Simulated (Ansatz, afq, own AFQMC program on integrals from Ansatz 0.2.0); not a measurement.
## Where AFQMC and coupled cluster stand for BH3, triplet

```json
{"atom": "B", "x (Å)": "-0.1344", "y (Å)": "0.0247", "z (Å)": "0.1386"}
{"atom": "H", "x (Å)": "0.2919", "y (Å)": "0.5638", "z (Å)": "-0.9423"}
{"atom": "H", "x (Å)": "0.5900", "y (Å)": "0.0247", "z (Å)": "1.0782"}
{"atom": "H", "x (Å)": "0.5600", "y (Å)": "-0.8537", "z (Å)": "-1.6226"}
```

Basis 6-31G. Only valence electrons are correlated. Integrals, coupled cluster, full CI and functionals: Ansatz 0.2.0; the random walks run on the same integrals in our own AFQMC program. The CISD trial takes its coefficients from CCSD amplitudes. Released means that phaseless walkers are propagated on without the constraint, phases kept. Uncertainties: one standard error, sampling alone.

Determinant: UHF, the one that the program's search chose, which needn't be the lowest solution. The geometry is a point of a scan.

Full CI on the same integrals is exact in this basis and with this determinant's frozen core.

Cautions: lower spins were not checked.

The T1 diagnostic is 0.0173 and the weight of the determinant in the CISD state is 0.953. The ⟨S²⟩ of the determinant is 2.013. The size of the correlated space is 6 electrons in 14 orbitals.

```tsv
level	correlation energy (eV)
MP2	-1.1342
CCSD	-1.5953
CCSD(T)	-1.6200
```

**Question.** Estimate where full CI lies against CCSD(T) on the same integrals.

**Answer.** 15.2 meV below CCSD(T).

Reference: full CI, correlation energy -1.635 eV. The released energy is read at 2.40 1/Eh (meV from the phaseless value at times in 1/Eh: -0.7 ± 0.6 at 0.24, -1.8 ± 0.5 at 0.51, -4.4 ± 1.4 at 0.99, -3.5 ± 0.5 at 1.62, -4.1 ± 0.5 at 2.40).

| level | E − E(reference) (meV) | share of correlation (%) |
| --- | --- | --- |
| CCSD(T) | 15.2 | 99.07 |
| CCSDT | 0.3 | 99.98 |
| CCSDT(Q) | 0.0 | 100.00 |
| CCSDTQ | 0.0 | 100.00 |
| ph-AFQMC/CISD | 3.8 ± 0.6 | 99.77 |
| released AFQMC | -0.2 ± 0.5 | 100.01 |

CCSDT and higher add their correlation energy to the determinant of the CCSD(T) run, since their own runs factorise the integrals more tightly (a shift of under 2 meV). Released energies are given only where the last usable release times agree within the noise; a slower fall can still hide under it.
